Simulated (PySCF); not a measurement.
Work out the structure from these simulated measurements.

Elements present: C, Cl, H and N. Monoisotopic mass: 86.9876 u.

| Property | Result |
| --- | --- |
| 13C NMR | chemical shifts (computed TMS as zero) by class: 139.9 (1 C), 124.8 (1 C), 119.5 (1 C) ppm [GIAO PBE0/pcSseg-1] |
| Polarisability | 55.0 au [PBE0/def2-SVPD] |
| 1H NMR | chemical shifts (computed TMS as zero) by class: 6.36 (1 H), 6.27 (1 H) ppm [GIAO PBE0/pcSseg-1] |
| Valence photoelectron | vertical ionisation energy: 10.49 eV [ΔSCF PBE0/def2-SVPD] |
| Triplet | lowest triplet excitation (Tamm–Dancoff): 3.42 eV [TDA PBE0/def2-SVPD] |
| Rotational structure | rotational constants A, B, C: 6.930, 3.156, 2.168 GHz [PBE0-D3(BJ)/def2-SVP] |
| UV, first state | lowest singlet excitation: 5.85 eV (212 nm, f = 0.229) [TDDFT PBE0/def2-SVPD] |

Electronic properties: PySCF, gas phase, density fitting. Levels stand in brackets. Isolated species at its PBE0-D3(BJ)/def2-SVP geometry, gas phase. Each NMR value is the plain mean over a class of atoms that symmetry, rotation or inversion makes alike.

Task: Which formula fits the mass and the elements?

Result: C3H2ClN (calculated 86.9876). No other formula that holds each of these elements comes within 0.0003 u with a fitting electron parity and a possible valence count.

Task: Give a SMILES that accounts for the data.

Result: Numbering: `[CH2:1]=[C:2]([Cl:3])[C:4]#[N:5]`. Its formula, C3H2ClN, gives 3 degrees of unsaturation: 0 rings and 3 π bonds in the structure found. 3 carbons fall into 3 classes; from least to most shielded: terminal =CH2 carbon [C1] (139.9 ppm), vinylic C–Cl carbon [C2] (124.8 ppm), nitrile carbon [C4] (119.5 ppm). Hydrogen classes from least to most shielded: 1 H on a terminal =CH2 carbon, C1 (6.36 ppm), 1 H on a terminal =CH2 carbon, C1 (6.27 ppm). S1 is mainly HOMO→LUMO (weight 0.94); the largest Löwdin shares of the orbital it empties are 0.29 on the terminal =CH2 carbon, 0.27 on the vinyl chlorine, 0.23 on the vinylic C–Cl carbon and 0.10 on the nitrile nitrogen, of the orbital it fills 0.33 on the terminal =CH2 carbon, 0.24 on the vinylic C–Cl carbon, 0.15 on the nitrile nitrogen and 0.12 on the nitrile carbon. The optimised geometry has point group Cs and is an asymmetric top. Structure: `C(#N)C(Cl)=C` (2-chloroacrylonitrile). Computed isomers that give other values at the same levels: `N#C/C=C\Cl` (13C chemical shifts (computed TMS as zero) by class: 154.0 (1 C), 117.8 (1 C), 109.5 (1 C) ppm). The assignments are read from this structure; whether some other isomer fits the data as well wasn't checked.
